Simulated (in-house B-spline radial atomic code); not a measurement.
Kr. Computed with a B-spline radial atomic code. Model: non-relativistic spherical atom: semilocal Troullier-Martins pseudo-atom, one channel per l, against all electrons, high spin, G0W0 and RPA with empty states to l = 8, local potential for every l without a channel, a model core (radius 0 = none) keeps its share of the functional.

The core holds an angular momentum without a channel of its own, so the local potential lets valence electrons into it.

What the tables leave out is listed at the end.

The pseudopotential gives back the lowest level of each angular momentum of its own functional in the configuration it was made in; a second state of the same l is only approximately right. Exact exchange, RPA and GW see the smooth pseudo-orbitals and miss the exchange with the core, for which the functional's share stands in. The column with an uncorrelated core keeps all orbitals and exact exchange, and so separates missing core correlation from pseudisation. Only the three outermost levels and the lowest empty one were computed. RPA here is direct RPA, with no exchange kernel, and its energies carry an (l + 1/2)⁻⁴ tail. A hybrid on a potential with a model core restores only its own semilocal share of the core's exchange.

Command:
```bash
python run_psgw.py task.json out
```
Settings (lengths in bohr, energies in hartree):
```
Z                      36
electrons              36
configuration          [Ar] 3d10 4s2 4p6
generated_in           [Ar] 3d10 4s2 4p6
functional             pbe,pbe
core_shells            6
radius_factor          0.8
core_correction        False
```

Run time, properties included: 26 s on 1 thread of Arm Neoverse N1 (shared host).

Given: made with PBE; model core radius 0 bohr; local radius 1.12 bohr; mean-field start PBE.

Valence shells of the generating configuration: 4s, 4p.

Channel: s 1.098, p 1.242 (radii in bohr).

Computed: largest level miss in the spin-unpolarised generating configuration 0.001 eV; valence RPA correlation energy pseudo -0.49926 hartree; all-electron RPA polarisability, core included 15.894 bohr³; pseudo-atom RPA polarisability 16.75 bohr³.

| level | occupied | mean-field all-electron (eV) | mean-field pseudo minus all (eV) | G0W0 all-electron (eV) | G0W0 uncorrelated core minus all (eV) | G0W0 pseudo minus all (eV) | exchange self-energy all-electron (eV) | exchange self-energy pseudo (eV) |
| --- | --- | --- | --- | --- | --- | --- | --- | --- |
| 4p | 1 | -9.2828 | 0.001 | -13.963 | 0.177 | -0.111 | -21.499 | -18.364 |

Question: What is the valence RPA correlation energy all-electron orbitals?

Answer: -0.37493 hartree.

Given: mean-field start PBE0.

Computed: valence RPA correlation energy all-electron orbitals -0.34798 hartree; valence RPA correlation energy pseudo -0.44782 hartree; pseudo-atom RPA polarisability 14.604 bohr³.

```
level  occupied  mean-field all-electron (eV)  mean-field pseudo minus all (eV)  G0W0 all-electron (eV)  G0W0 uncorrelated core minus all (eV)  G0W0 pseudo minus all (eV)  exchange self-energy all-electron (eV)  exchange self-energy pseudo (eV)
   4p         1                       -10.773                              0.03                 -14.231                                  0.181                      -0.116                                 -21.493                           -18.414
```

Question: What is the all-electron RPA polarisability, core included?

Answer: 13.848 bohr³.

Given: mean-field start Hartree-Fock.

Computed: valence RPA correlation energy all-electron orbitals -0.28802 hartree; all-electron RPA polarisability, core included 10.71 bohr³; pseudo-atom RPA polarisability 11.126 bohr³.

| level | occupied | mean-field all-electron (eV) | mean-field pseudo minus all (eV) | G0W0 all-electron (eV) | G0W0 uncorrelated core minus all (eV) | G0W0 pseudo minus all (eV) | exchange self-energy all-electron (eV) | exchange self-energy pseudo (eV) |
| --- | --- | --- | --- | --- | --- | --- | --- | --- |
| 4p | 1 | -14.264 | 0.043 | -14.682 | 0.177 | 0 | -21.262 | -18.425 |
| 4s | 1 | -31.373 | 0.089 | -28.752 | 0.217 | 1.156 | -28.727 | -24.402 |

Question: What is the valence RPA correlation energy pseudo?

Answer: -0.34898 hartree.

Among the listed levels the largest G0W0 shift of the pseudo-atom is +1.16 eV, for 4s on the Hartree-Fock start, while leaving the core uncorrelated moves that level by +0.22 eV. So pseudisation and the lost core exchange, not the missing core correlation, make the error. Not in the tables (levels of low weight, unsolved or above zero; the highest and the empty levels are kept at any weight): on PBE the G0W0 levels 4s (pseudo minus all +3.63 eV, weights 0.12 and 0.13); on PBE0 the G0W0 levels 4s (pseudo minus all +3.75 eV, weights 0.17 and 0.17).
